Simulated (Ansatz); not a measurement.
C2H7NO2 can be A, `NC(O)CO`, or B, `OCNCO`.

Program: Ansatz. Geometries: PBE0-D4/def2-TZVP. ΔE: electronic, gas phase. CCSD(T)/CBS adds triple-zeta CCSD(T) − MP2 to the extrapolated MP2 energy (def2 sets, frozen cores). Functionals use def2-TZVPP. B3LYP here is the variant with VWN-RPA as its local correlation; programs differ in this. One conformer a species, not always the lowest.

A:

Z-matrix (Å, degrees):
```
C
O 1 1.416
C 1 1.518 2 110.0
N 1 1.440 2 114.4 3 -124.3
H 1 1.094 2 105.6 3 117.2
H 2 0.964 1 106.7 3 45.0
O 3 1.419 1 110.8 2 -63.0
H 3 1.092 1 109.0 2 54.0
H 3 1.094 1 110.0 2 173.3
H 4 1.012 1 109.8 2 -59.5
H 4 1.014 1 109.6 2 57.2
H 7 0.960 3 108.4 1 -88.3
```

B:

```xyz
12

O    -0.2406   -0.8206    1.3770
C     0.3047   -1.1162    0.0802
N     0.7788    0.0525   -0.5552
C    -0.1965    1.0804   -0.7879
O    -0.5773    1.8116    0.3531
H    -0.6692   -1.6082    1.7238
H     1.1293   -1.8301    0.1810
H    -0.4785   -1.5628   -0.5452
H     1.6075    0.4230   -0.1081
H    -1.0644    0.5973   -1.2592
H     0.2108    1.8118   -1.4886
H    -0.8047    1.1612    1.0291
```

(1) Which isomer does CCSD(T)/CBS put lower? Give the gap. (An estimate is asked.)

(2) Give E(B) − E(A) in kJ/mol with B3LYP-D4, MP2/def2-TZVPP, PBE0-D4, B2PLYP, ωB97M-V, r2SCAN-D4, CCSD/def2-TZVPP. (An estimate is asked.)

Largest T1 diagnostic: 0.011.

Results:

(1) The calculation gave: A, by 18.0 kJ/mol.

(2) Ansatz gave: B3LYP-D4 11.6, MP2/def2-TZVPP 16.9, PBE0-D4 13.6, B2PLYP 13.3, ωB97M-V 16.6, r2SCAN-D4 14.8, CCSD/def2-TZVPP 17.0. None reverses the order clearly.
